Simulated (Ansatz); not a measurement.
C3H4FN can be A, `NC=C=CF`, or B, `NC1(F)C=C1`.

Gas-phase electronic energies from Ansatz, PBE0-D4/def2-TZVP geometries. CBS: MP2 limit from def2 TZ/QZ plus the TZ coupled-cluster correction, frozen cores. Functionals use def2-TZVPP. B3LYP here is the variant with VWN-RPA as its local correlation; programs differ in this. Each species was taken in one conformer, which may not be the lowest.

Q: Which is lower in electronic energy at CCSD(T)/CBS, and by how much? (An estimate is asked.)

A: The calculation gave: A, by 35.6 kJ/mol.

Q: Give E(B) − E(A) in kJ/mol with LDA (SPW92), CCSD(T)/def2-TZVPP, B3LYP, HF/def2-TZVPP, MP2/def2-TZVPP, CCSD(T)/def2-SVP, ωB97M-V. (Estimate.)

A: Ansatz gave: LDA (SPW92) 42.1, CCSD(T)/def2-TZVPP 39.1, B3LYP 61.8, HF/def2-TZVPP 43.0, MP2/def2-TZVPP 27.5, CCSD(T)/def2-SVP 31.0, ωB97M-V 34.4. None reverses the order clearly.

Q: Does the order hold for the free energy at 298.15 K (harmonic terms from PBE0-D4)? (Best estimate.)

A: Ansatz gave: Yes: G(B) − G(A) = +36.7 kJ/mol, for one conformer each.

Largest T1 diagnostic: 0.013.

From PBE to PBE0 (25 % exact exchange), in def2-TZVPP and without D4, E(B) − E(A) moves by −14.4 kJ/mol. In def2-TZVPP, CCSD(T) changes the Hartree–Fock value by −4.0 kJ/mol (the triples alone add +2.4 kJ/mol) and MP2 by −15.5 kJ/mol.
